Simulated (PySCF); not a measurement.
Na(Cl) anion (ClNa), SMILES [Na][Cl] (connectivity only; charge and spin as stated), charge -1, multiplicity 2. Geometry optimised at PBE0-D3(BJ)/def2-TZVPD. The multiplicity is an assumed one; other spin states were not compared.

Computed with PBE0-D3(BJ)/def2-TZVPD run with PySCF 2.14.0.

Harmonic wavenumbers (cm⁻¹): 264. Rotational constants (GHz): 5.777 (linear); symmetry number 1.

Question: Work out the zero-point energy and the ideal-gas rigid-rotor harmonic-oscillator thermochemistry at 298.15 K and 1 atm.

Answer: ZPE = ½ Σ hcν = ½ × 264 cm⁻¹ = 1.58 kJ/mol. H − E(el) = 11.48 kJ/mol. Entropy in J/(mol K): translation 159.48, rotation 66.35, vibration 6.83, spin 5.76, total 238.43. G − E(el) = -59.61 kJ/mol. Cp = 36.37 J/(mol K).
